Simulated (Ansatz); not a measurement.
Si₂NH₇⁻, that is (H3Si)2NH with one electron more. The state is a doublet with charge -1. Geometry B3LYP-D4/def2-TZVP, that of the neutral singlet; atoms count from 1.

```xyz
10

Si   -0.5003   -0.7979   -1.2537
H     0.3795   -1.4653   -2.2445
H    -1.0495   -1.7932   -0.3075
H    -1.6254   -0.1863   -2.0070
N     0.4008    0.3561   -0.3300
Si    0.3644    0.6631    1.3733
H     1.7421    0.8416    1.8942
H    -0.2792   -0.5003    2.0212
H    -0.4005    1.8870    1.7260
H     0.9681    0.9952   -0.8721
```

The highest occupied level of the charge -1 doublet lies above zero (up to 2.29 eV). By energy differences it is unbound by 0.97 eV (vertical, against the charge 0 singlet, at PBE0-D4/def2-TZVPD) and held by the finite basis.

(1) Estimate the Mulliken populations from the PBE0/def2-TZVPD orbitals of Ansatz.

(2) Where does the spin sit?

(3) And the Mayer bond orders between heavy atoms (over 0.3)?

Answers

(1) 
```
atom  charge (e)  spin (α − β)
 Si1       -0.59          0.62
  H2        0.03         -0.06
  H3       -0.08          0.03
  H4        0.02         -0.05
  N5       -0.62          0.57
 Si6       -0.59          0.61
  H7        0.03         -0.06
  H8       -0.08          0.02
  H9        0.02         -0.05
 H10        0.86         -0.62
```
Mulliken values depend strongly on the basis. With diffuse functions, as here, like atoms can get unlike values, and bond orders can come out too low or too high.

(2) Summed by element: Si 1.23, H -0.80, N 0.57, of 1 unpaired in all. Largest on single atoms: H10 -0.62, Si1 0.62, Si6 0.61.

(3) Si1–N5 1.83 (1.73 Å); Si1–Si6 0.66 (3.13 Å); N5–Si6 1.83 (1.73 Å).
